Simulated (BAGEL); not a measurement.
# HF/ANO-RCC-MB (DKH2, density fitting with AutoAux, hessian update bfgs) run of CH3LiS (SMILES [Li][S]C)

Aim: an optimisation with harmonic vibrations of CH3LiS. 

The results are computed with BAGEL 1.2.2.

4 further runs of the same task are left out: 4 set aside as unsound or not needed.

## 1. The molecule

CH3LiS has 6 atoms, charge 0, and is taken as a singlet. As SMILES, `[Li][S]C`. The C3–H4 distance was set to 1.364 Å, away from the relaxed value. The run starts from this shape.

Bond lengths: Li1–S2 2.134 Å, S2–C3 1.823 Å, C3–H5 1.091 Å, C3–H6 1.092 Å. Angles: Li1–S2–C3 108.6°, S2–C3–H5 108.5°, S2–C3–H6 111.8°, H5–C3–H6 107.8°. A long bond or contact: C3–H4 1.364 Å.

## 2. An optimisation with harmonic vibrations at HF/ANO-RCC-MB (DKH2, density fitting with AutoAux, hessian update bfgs)

input.json

```json
{ "bagel" : [

{
  "title" : "molecule",
  "basis" : "ano-rcc-mb.json",
  "df_basis" : "ano-rcc-mb-autoaux.json",
  "angstrom" : "false",
  "dkh" : "true",
  "geometry" : [
    { "atom" : "Li", "xyz" : [    -1.39408687,    -4.25848270,     2.06671031 ] },
    { "atom" : "S", "xyz" : [    -2.51337165,    -1.21148830,    -0.32530501 ] },
    { "atom" : "C", "xyz" : [    -0.06749913,     1.21170751,    -0.23667686 ] },
    { "atom" : "H", "xyz" : [     2.23138861,     0.29328549,    -0.95809115 ] },
    { "atom" : "H", "xyz" : [    -0.58641792,     2.71215005,    -1.55211521 ] },
    { "atom" : "H", "xyz" : [     0.11051307,     2.05017899,     1.63963221 ] }
  ]
},

{
  "title" : "optimize",
  "opttype" : "energy",
  "hess_update" : "bfgs",
  "internal" : "false",
  "maxiter" : 40,
  "method" : [
    {
      "title" : "hf"
    }
  ]
},

{
  "title" : "hessian",
  "method" : [
    {
      "title" : "hf"
    }
  ]
}

]}
```

The basis set ANO-RCC-MB is read from a file made from the Basis Set Exchange's data (not shown).

Command:

```bash
$ BAGEL_NUM_THREADS=1 BAGEL input.json > input.out
```

What values should one expect? Wanted: total energy at the end; lowest harmonic wavenumber; highest harmonic wavenumber.

Computed results:

At HF/ANO-RCC-MB (DKH2, density fitting with AutoAux, hessian update bfgs):

| quantity | value |
| --- | --- |
| total energy at the end | -445.64153 Eh |
| lowest harmonic wavenumber | 21i cm⁻¹ (imaginary) |
| highest harmonic wavenumber | 3398 cm⁻¹ |

In words: At the final geometry: Bond lengths: Li1–S2 2.204 Å, S2–C3 1.912 Å, C3–H4 1.131 Å, C3–H5 1.135 Å, C3–H6 1.131 Å. Angles: Li1–S2–C3 112.5°, S2–C3–H4 111.7°, S2–C3–H5 109.3°, S2–C3–H6 111.5°, H4–C3–H5 108.1°, H4–C3–H6 108.2°, H5–C3–H6 108.0°. 1 mode is imaginary (lowest 21i cm⁻¹); so small a value may be numerical noise or a very soft motion.
